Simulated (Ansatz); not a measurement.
# FMg: a search for lower mean-field states

Computed with Ansatz's Python interface.

`fmg.py`
```python
"""Does a wider search find a lower mean-field state of FMg?"""

import ansatz as az
from ase import Atoms
import numpy as np

atoms = Atoms(["Mg", "F"], positions=[
    [0.0, 0.0, 0.0],
    [0.0, 0.0, 1.97],
])
mol = az.Crystal.molecule_from_ase(atoms)
symbols = [site.symbol for site in mol.cartesian_sites]

start = np.array([site.position_ang for site in mol.cartesian_sites])
for factor in [1.0, 1.5]:
    xyz = (start - start.mean(axis=0)) * factor
    scaled = az.Crystal.molecule()
    for symbol, place in zip(symbols, xyz):
        scaled = scaled.atom(symbol, place.tolist())
    base = (
        scaled.calculation()
        .basis(gaussian="def2-SVP")
        .functional("PBE0")
        .spin("collinear", total=1)
    )
    for search in ("off", "standard"):
        try:
            r = base.scf(lower_state_search=search).run().report
        except az.AnsatzError as error:
            print(f"x{factor} search {search}: {type(error).__name__}")
            continue
        state = r["mean_field"]["state"]
        print(f"all distances x{factor}, search {search:8s} E = {r['free_energy_ev']:.5f} eV  <S^2> = {abs(state['spin_squared']):.3f}  other states met: {len(r['mean_field']['others'])}")
```

```console
$ python fmg.py
all distances x1.0, search off      E = -8152.33349 eV  <S^2> = 0.751  other states met: 0
all distances x1.0, search standard E = -8152.33349 eV  <S^2> = 0.751  other states met: 0
all distances x1.5, search off      E = -8149.48327 eV  <S^2> = 0.783  other states met: 0
all distances x1.5, search standard E = -8149.48327 eV  <S^2> = 0.783  other states met: 1
```

Reading the output:
- Total energies depend on the basis set; only differences at equal settings carry meaning.
- The count of other states can hold repeated and symmetry-equivalent ends of the search; scaling all distances is a test, and for more than two atoms no physical path.
- The species is open-shell (spin multiplicity 2).
- The spin state was assumed, and another may lie lower.
- Run time: 2.3 s on 1 thread of Intel(R) Xeon(R) 6975P-C (Granite Rapids), with other jobs on the host, peak memory 0.17 GiB.

(Lines on the test bed's own set-up are left out of the output.)
